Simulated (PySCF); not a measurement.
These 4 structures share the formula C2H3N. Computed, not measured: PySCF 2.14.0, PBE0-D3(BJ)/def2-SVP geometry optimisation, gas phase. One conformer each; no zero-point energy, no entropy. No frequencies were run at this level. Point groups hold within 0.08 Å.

Problem. Rank from lowest to highest electronic energy at this level (kJ/mol).
A. ethenimine, `C=C=N`
B. 2H-azirine, `C1=NC1`
C. `CC#N`
D. `[C-]#[N+]C`

Solution. C (0.0), D (96.4), A (98.5), B (180.4).

As drawn, the lowest has a C≡N group, which the highest lacks; the highest has a three-membered ring and a C=N bond, which the lowest lacks. Neighbours under 10 kJ/mol apart ([C-]#[N+]C and C=C=N) can change places with a better method, another conformer or zero-point energy.

```json
{"SMILES": "CC#N", "E (Eh)": "-132.49438", "E rel (kJ/mol)": "0.0", "dipole (D)": "3.83", "point group": "C3v", "A, B, C (MHz)": "157147, 9238, 9238"}
{"SMILES": "[C-]#[N+]C", "E (Eh)": "-132.45767", "E rel (kJ/mol)": "96.4", "dipole (D)": "3.86", "point group": "C3v", "A, B, C (MHz)": "156988, 10134, 10134"}
{"SMILES": "C=C=N", "E (Eh)": "-132.45686", "E rel (kJ/mol)": "98.5", "dipole (D)": "1.53", "point group": "Cs", "A, B, C (MHz)": "199609, 9661, 9471"}
{"SMILES": "C1=NC1", "E (Eh)": "-132.42567", "E rel (kJ/mol)": "180.4", "dipole (D)": "2.11", "point group": "Cs", "A, B, C (MHz)": "35921, 22660, 15357"}
```

Problem. How do the relative energies change in single points at CAM-B3LYP/def2-SVPD (no added dispersion term) on the same geometries?

Solution. 
| SMILES | PBE0-D3(BJ)/def2-SVP (kJ/mol) | CAM-B3LYP/def2-SVPD (kJ/mol) | shift |
| --- | --- | --- | --- |
| CC#N | 0.0 | 0.0 | 0.0 |
| [C-]#[N+]C | 96.4 | 91.6 | -4.8 |
| C=C=N | 98.5 | 99.2 | +0.7 |
| C1=NC1 | 180.4 | 191.1 | +10.7 |

Each column counts from its own lowest isomer. The order is unchanged; the largest shift is 10.7 kJ/mol.

Problem. As an exercise, what shares would exp(−E/RT) give at 2000 K from these electronic energies alone (no entropy, no degeneracies)?

Solution. RT = 16.629 kJ/mol: CC#N 99.4 %, [C-]#[N+]C 0.3 %, C=C=N 0.3 %, C1=NC1 under 0.1 %.
